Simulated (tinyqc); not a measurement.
Worked calculation: UKS/BLYP in the sto-6g basis, for CH, spin multiplicity 4. One step of it, computed by the program tinyqc.

Question. Orthogonalisation. S = U s U^T; symmetric (Loewdin) form X = U s^(-1/2) U^T, so that X^T S X = 1.

overlap S:
```
           1C 1s     1C 2s    1C 2px    1C 2py    1C 2pz     2H 1s
1C 1s   1.000000  0.243228  0.000000  0.000000  0.000000  0.052813
1C 2s   0.243228  1.000000  0.000000  0.000000  0.000000  0.442002
1C 2px  0.000000  0.000000  1.000000  0.000000  0.000000  0.000000
1C 2py  0.000000  0.000000  0.000000  1.000000  0.000000  0.000000
1C 2pz  0.000000  0.000000  0.000000  0.000000  1.000000  0.435853
2H 1s   0.052813  0.442002  0.000000  0.000000  0.435853  1.000000
```

Give: eigenvalues of S; X.

Answer.

eigenvalues of S: 0.3665  0.8213  1.0000  1.0000  1.1498  1.6624

X:
```
          1C 1s    1C 2s  1C 2px  1C 2py   1C 2pz    2H 1s
1C 1s    1.0243  -0.1363  0.0000  0.0000  -0.0096   0.0227
1C 2s   -0.1363   1.1317  0.0000  0.0000   0.1048  -0.3045
1C 2px   0.0000   0.0000  1.0000  0.0000   0.0000   0.0000
1C 2py   0.0000   0.0000  0.0000  1.0000   0.0000   0.0000
1C 2pz  -0.0096   0.1048  0.0000  0.0000   1.1012  -0.2950
2H 1s    0.0227  -0.3045  0.0000  0.0000  -0.2950   1.2063
```
